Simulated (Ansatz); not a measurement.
**Pulling the pair apart**

The pair of NH4⁺ (SMILES [NH4+], atoms 1–5) and NH3 (SMILES N, atoms 6–9), both closed shells, in one local arrangement (a lower one may exist), relaxed at PBE0-D4/def2-TZVP:

```xyz
9
angstrom
N -0.0657 -0.0475 -1.3093
H 0.3634 0.7784 -1.7234
H 0.4194 -0.8689 -1.6665
H -1.0342 -0.0912 -1.6218
H -0.0067 -0.0048 -0.1331
N 0.0665 0.0481 1.3258
H 1.0257 0.0921 1.6612
H -0.4118 0.8616 1.7053
H -0.3568 -0.7676 1.7617
```

NH3 is shifted rigidly along the line between the mean atom positions of the two fragments (negative: closer). Counterpoise interaction energies in kJ/mol. Ansatz 0.2.0; basis: def2-TZVPPD; cores frozen in the correlated methods.

```csv
shift (Å),PBE-D4,wB97M-V,r2SCAN-D4
-0.15,-149.8,-138.6,-150.4
-0.07,-156.9,-145.4,-156.8
0.00,-159.6,-148.0,-158.7
0.07,-159.1,-147.5,-157.6
0.18,-154.7,-143.6,-152.4
0.37,-140.5,-130.5,-137.1
0.73,-107.9,-100.2,-103.6
1.46,-59.8,-55.8,-56.6
```

Question: What does CCSD(T) give at these shifts? (Judge from chemistry; the value comes from the calculation.)

Answer: The calculation gives: -131.7, -138.9, -141.8, -141.6, -137.9, -125.3, -96.1, -53.8 kJ/mol. For zero shift, CCSD(T) at an estimated basis limit (MP2 extrapolated from triple and quadruple zeta, plus CCSD(T) − MP2 in triple zeta) gives -145.8 kJ/mol. These are counterpoise interaction energies, counted from the two frozen fragments.

The T1 diagnostic stays at or below 0.008.

For scale, one of the runs: CCSD(T)/def2-TZVPPD, 193 basis functions, launched by `ansatz run in.yaml --threads 2 --pin off --events-out ev --progress --plain --max-ram 5222MiB`. Time: 50 s of wall clock on 2 CPU threads of an Arm Neoverse N1; the host was shared. Peak host memory: 2.2 GiB.
